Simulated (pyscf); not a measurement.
A first-order saddle from PySCF, ωB97X-D3(BJ)/def2-SVP:

```xyz
14

C     -0.4127     1.6970     1.0257
Al    -1.9377     0.2140     0.7644
C     -2.0062    -0.8017    -0.9120
F     -2.2194    -0.6564     2.1810
H     -0.5853     1.8425     2.0929
H     -0.7034     2.4647     0.3098
H      0.1712     0.8335     0.6690
H     -1.7008    -0.1978    -1.7826
H     -3.0248    -1.1787    -1.1063
H     -1.3428    -1.6834    -0.8589
C      1.4566     2.5414     1.2431
H      1.9882     1.9057     1.9616
H      1.2450     3.5475     1.6233
H      1.9010     2.5381     0.2404
```
Charge 0, spin multiplicity 2.

Surface: doublet, charge 0. Lowest wavenumbers (cm⁻¹): 1197i, 54, 67, 76, 100.

Q: Which two sides does it connect, and which bonds change?

A: H₃C–Al(CH₃)–F (SMILES [CH3][Al]([CH3])[F]) + CH₃• (SMILES [CH3]) ⇌ H₃C–CH₃ (SMILES CC) + [H₃C–Al–F]• (SMILES [CH3][Al][F]), a substitution at C read from left to right: Al–C broken and C–C formed. At ωB97M-D3(BJ)/def2-TZVP it lies +35.4 kcal/mol from the left side and +45.3 kcal/mol from the right (each side as separated species at their lowest minima found). This is the saddle that the search found; another between the same sides may lie lower. The angle at the attacked C is 160°.
